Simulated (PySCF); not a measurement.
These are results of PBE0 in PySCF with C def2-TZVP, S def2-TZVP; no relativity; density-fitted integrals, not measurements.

```xyz
3
charge 0 multiplicity 1, angstrom
C     0.0000    0.0000    0.0000
S     0.0000    0.0000    1.5485
S     0.0000    0.0000   -1.5485
```

CS2 (singlet), along the line from C1 (at 0) through S2 (at 1.548 Å).

Question: Tabulate the fields along this line at -0.54, -0.39, -0.23, -0.08, 0.15, 0.31, 0.46, 0.62, 0.77, 0.93, 1.08, 1.24, 1.39, 1.63, 1.78, 1.94, 2.09, 2.25, 2.40 Å.

Answer: 
```
distance (Å)  electron density (e/Å³)  electron localisation function  electrostatic potential (V)
       -0.54                     2.17                           0.839                         36.3
       -0.39                     2.51                           0.322                         69.3
       -0.23                     7.18                           0.237                          167
       -0.08                      152                               1                          787
        0.15                     29.3                           0.951                          305
        0.31                     3.22                           0.101                          104
        0.46                     2.31                           0.696                         48.6
        0.62                     2.04                           0.873                           30
        0.77                     1.85                           0.822                         30.6
        0.93                     1.73                           0.403                         48.1
        1.08                     2.45                          0.0841                         90.4
        1.24                     14.8                           0.733                          195
        1.39                      105                           0.731                          666
        1.63                      308                           0.258                         1900
        1.78                     43.7                           0.866                          327
        1.94                     5.02                           0.271                          129
        2.09                     1.45                           0.122                           64
        2.25                     1.01                           0.646                         33.7
        2.40                    0.674                           0.841                         18.1
```

On a grid of 0.08 Å the density has a local minimum along the bond near 0.93 Å from C, at 1.73 e/Å³, where the ELF is 0.40.
